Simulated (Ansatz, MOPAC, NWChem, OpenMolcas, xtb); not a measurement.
SF2 (sulfur difluoride): the zero-point energy at each level's own minimum, rung by rung

SF2, singlet, SMILES `FSF`. Each level relaxes the structure for itself.

Each level gives the zero-point energy at each level's own minimum (kJ/mol). The values are calculated.

| level | kind | program | value (kJ/mol) |
| --- | --- | --- | --- |
| AM1 | semi-empirical | MOPAC | 14.0 |
| PM3 | semi-empirical | MOPAC | 10.8 |
| PM7 | semi-empirical | MOPAC | 10.5 |
| GFN1-xTB | semi-empirical | xtb | 11.1 |
| HF/3-21G | Hartree–Fock | OpenMolcas | 12.9 |
| HF/6-31G* (Cartesian functions) | Hartree–Fock | OpenMolcas | 13.4 |
| HF/cc-pVTZ | Hartree–Fock | OpenMolcas | 13.5 |
| PBE0-D3(BJ)/def2-TZVP | global hybrid | NWChem | 12.3 |
| PBE0-D4/def2-TZVP | global hybrid | Ansatz | 12.3 |
| PBE0/def2-SVP | global hybrid | OpenMolcas | 12.3 |

Harmonic and unscaled. The values span 10.5 to 14.0 kJ/mol.
